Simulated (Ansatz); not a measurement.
Relaxation of AlClH2 (4 atoms, charge 0, multiplicity 1), to a largest force component of 0.03 eV/Å in at most 50 steps.

The calculation used Ansatz 0.2.0, RKS r2SCANh-D4/cc-pVDZ.

```xyz
4
Properties=species:S:1:pos:R:3
Al 0.299 0.000 0.016
Cl 1.085 0.000 2.055
H 1.768 0.000 -0.476
H -1.206 0.000 -0.471
```

Question: Where does it end, and by what steps?

Answer: It converged. After 4 steps the energy has fallen by 0.471 eV; H3 moved furthest, 0.37 Å.

| step | energy less start (eV) | largest force component (eV/Å) | accepted |
| --- | --- | --- | --- |
| 0 | 0.0000 | 1.314 | yes |
| 1 | -0.3508 | 0.622 | yes |
| 2 | -0.4610 | 0.546 | yes |
| 3 | -0.4710 | 0.060 | yes |
| 4 | -0.4713 | 0.008 | yes |

```xyz
4
Properties=species:S:1:pos:R:3
Al 0.457 0.000 0.108
Cl 0.822 0.000 2.207
H 1.721 0.000 -0.838
H -1.053 0.000 -0.352
```

Whether the end is a true minimum wasn't checked by a vibrational analysis.

Time of the run: 5.5 s on 1 thread of Intel(R) Xeon(R) 6975P-C (Granite Rapids), on a shared host, peak memory 0.13 GiB.
